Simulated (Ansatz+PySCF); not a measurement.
The numbers below are computed, except where a source is named.
Input for Ansatz (development build ahead of 0.2.0):

```yaml
crystal:
  periodic: [false, false, false]
  atoms:
    - { symbol: F, position_ang: [0.0, 0.0, -0.53322] }
    - { symbol: H, position_ang: [0.0, 0.0, 0.53322] }
basis:
  gaussian: { orbitals: cc-pVTZ }
total_charge: 1
magnetization:
  spin_polarized: true
  initial_magnetization: 1
hamiltonian:
  xc: hf
correlation:
  method: ccsd_t
  frozen_orbitals: { F: 1, H: 0 }
```

The input is written out in the form of the current development build from the run's settings.

Results

| Property | Result |
| --- | --- |
| Converged | yes |
| Reference energy | -99.53260 hartree |
| CCSD correlation energy | -0.21835 hartree |
| Triples correction | -0.00427 hartree |
| Total energy | -99.75522 hartree |
| Spin squared of the determinant | 0.755 |
